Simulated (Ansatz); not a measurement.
SiMeH3 (CH₆Si). Charge 0, multiplicity 3. Geometry r2SCAN-D4/def2-TZVP, that of the neutral singlet; atoms count from 1.

```xyz
8

Si    0.0261    0.6799    0.5653
C    -0.0291   -0.7580   -0.6303
H     0.5065   -1.6198   -0.2259
H     0.4319   -0.4886   -1.5830
H    -1.0601   -1.0607   -0.8259
H    -0.6863    1.8573    0.0017
H     1.4323    1.0747    0.8447
H    -0.6212    0.3151    1.8534
```

At PBE0-D4/def2-TZVP a singlet of charge 0 lies 8.02 eV below the triplet at the same geometry.

(1) Estimate the Mulliken populations from the PBE0/def2-TZVP orbitals of Ansatz.

(2) Where does the spin sit?

Answers

(1) 
```json
{"atom": "Si1", "charge (e)": "-0.70", "spin (α − β)": "1.42"}
{"atom": "C2", "charge (e)": "0.54", "spin (α − β)": "-0.18"}
{"atom": "H3", "charge (e)": "0.00", "spin (α − β)": "0.22"}
{"atom": "H4", "charge (e)": "0.00", "spin (α − β)": "0.22"}
{"atom": "H5", "charge (e)": "0.00", "spin (α − β)": "0.22"}
{"atom": "H6", "charge (e)": "0.06", "spin (α − β)": "0.03"}
{"atom": "H7", "charge (e)": "0.06", "spin (α − β)": "0.03"}
{"atom": "H8", "charge (e)": "0.06", "spin (α − β)": "0.03"}
```
Mulliken values depend strongly on the basis.

(2) Summed by element: Si 1.42, C -0.18, H 0.76, of 2 unpaired in all. Largest on single atoms: Si1 1.42, H5 0.22, H3 0.22.
